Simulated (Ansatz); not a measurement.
# α-N2

Computed with LDA (Ansatz, a first-principles code, PAW).

Settings: plane-wave cutoff 520 eV, 6×6×6 k mesh, Fermi–Dirac smearing 0.01 eV, scalar-relativistic PAW data made under PBE.

Cell (measured lattice):

```
N
1.0
    5.66700     0.00000     0.00000
    0.00000     5.66700     0.00000
    0.00000     0.00000     5.66700
N
8
Direct
  0.94431   0.55569   0.44431
  0.44431   0.94431   0.55569
  0.94431   0.94431   0.94431
  0.05569   0.05569   0.05569
  0.55569   0.44431   0.94431
  0.55569   0.05569   0.44431
  0.44431   0.55569   0.05569
  0.05569   0.44431   0.55569
```

| Property | Result |
|---|---|
| band gap | 7.33 eV (indirect) |
| smallest direct gap on the k points sampled | 7.35 eV |

Note: cell and atoms aren't relaxed at this level (pressure -0.5 GPa).

Computed values are for the static lattice.

Cost on a shared machine: roughly 10 core-seconds.
